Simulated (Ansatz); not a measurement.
This geometry of C$_{5}$H$_{9}$Cl (15 atoms, charge 0, multiplicity 1) is a first-order saddle point.

The calculation used RKS PBE-D4/6-31G (Ansatz).

```xyz
15
Properties=species:S:1:pos:R:3
C -1.346 -0.676 -0.412
C 0.004 -0.118 0.013
C 0.879 -1.088 0.822
C 0.694 0.876 -0.945
C 0.129 1.354 0.366
Cl -1.351 2.477 0.382
H -1.205 -1.572 -1.044
H -1.932 0.062 -0.982
H -1.941 -0.969 0.472
H 1.844 -1.277 0.320
H 0.371 -2.059 0.943
H 1.095 -0.702 1.835
H 0.153 1.135 -1.860
H 1.784 0.854 -1.053
H 0.799 1.653 1.175
```

Q: Which two structures does it join? (They come from a converged band through this point; their orientation in space is the band's.)

A: No bond is made or broken. The dihedral C1–C2–C3–H12 goes from -179 to -58°. The two ends are copies of one structure, up to a mirror image or an exchange of like atoms.

First end point:

```xyz
15
Properties=species:S:1:pos:R:3
C -1.310 -0.703 -0.475
C 0.007 -0.117 0.010
C 0.867 -1.082 0.816
C 0.712 0.916 -0.890
C 0.085 1.344 0.414
Cl -1.421 2.430 0.395
H -1.121 -1.580 -1.120
H -1.896 0.031 -1.050
H -1.927 -1.033 0.380
H 1.146 -1.956 0.199
H 0.320 -1.451 1.702
H 1.800 -0.605 1.164
H 0.200 1.194 -1.814
H 1.805 0.922 -0.960
H 0.712 1.639 1.257
```

Last end point:

```xyz
15
Properties=species:S:1:pos:R:3
C -1.364 -0.666 -0.363
C 0.003 -0.117 0.015
C 0.868 -1.080 0.817
C 0.695 0.840 -0.975
C 0.166 1.357 0.340
Cl -1.291 2.508 0.354
H -1.252 -1.581 -0.972
H -1.952 0.065 -0.939
H -1.941 -0.925 0.543
H 1.839 -0.628 1.089
H 1.075 -1.994 0.230
H 0.358 -1.383 1.750
H 0.139 1.097 -1.880
H 1.780 0.794 -1.110
H 0.855 1.662 1.130
```

Q: How far does it lie above each of them?

A: 10.9 kJ/mol above the first and 10.9 kJ/mol above the second. This is the barrier of this one path; another mechanism may lie lower. Limits of this set-up: no polarisation functions.

The run took 4.2 min on 1 thread of Arm Neoverse V2 (shared host), peak memory 0.14 GiB.
